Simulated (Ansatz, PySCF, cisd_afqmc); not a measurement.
Species: N2, charge 0, singlet. N2 (molecular nitrogen, SMILES N#N).
B3LYP-D3(BJ)/def2-TZVP minimum from Ansatz (an electronic-structure program):
```
N
N 1 1.0909
```

Atomisation energy term by term, kcal/mol (programs: Ansatz, cisd_afqmc). Open shells are spin-unrestricted; no spin-orbit coupling. Correlated methods leave the cores frozen. Rows without X2C or -DK are non-relativistic. AFQMC is phaseless with a CISD trial state; ± is one standard error, without the phaseless bias. Outlying blocks are dropped, and bars are widened where a walk drifts. Over all cases where full CI ran beside it in this data, AFQMC minus full CI had a median of +0.1 mEh and passed +0.4 mEh in a tenth of the cases. CBS(X,Y): correlation extrapolated as X^-3, Hartree-Fock from the larger set (Q,5: extrapolated as (X+1)exp(-9√X)). A bracket is a step between two methods taken in the basis named. 'core' is core correlation in cc-pwCVTZ, 'X2C' scalar relativity in cc-pVTZ-DK, both at CCSD(T).

| term | basis | kcal/mol |
|---|---|---|
| Hartree-Fock | CBS(cc-pVQZ,cc-pV5Z) | 116.20 |
| CCSD correlation | CBS(cc-pVQZ,cc-pV5Z) | 101.45 |
| (T) | CBS(cc-pVQZ,cc-pV5Z) | 9.31 |
| CCSDT(Q) - CCSD(T) | cc-pVQZ | 0.44 |
| CCSDTQ - CCSDT(Q) | cc-pVDZ | -0.15 |
| core correlation | cc-pwCVTZ | 0.96 |
| scalar relativity | X2C, cc-pVTZ-DK | -0.13 |
| minus zero-point energy | Hessian by PySCF at B3LYP-D3(BJ)/def2-TZVP | -3.51 |
| sum: D0 |  | 224.6 |

The step beyond CCSD(T) by other levels: CCSDTQ in cc-pVDZ 0.73; AFQMC/CISD in cc-pVDZ 0.33 ± 0.18; CCSDT(Q) in cc-pVDZ 0.87; AFQMC/CISD in cc-pVTZ 0.32 ± 0.18; CCSDT(Q) in cc-pVTZ 0.47; AFQMC/CISD in cc-pVQZ 0.18 ± 0.19 kcal/mol.
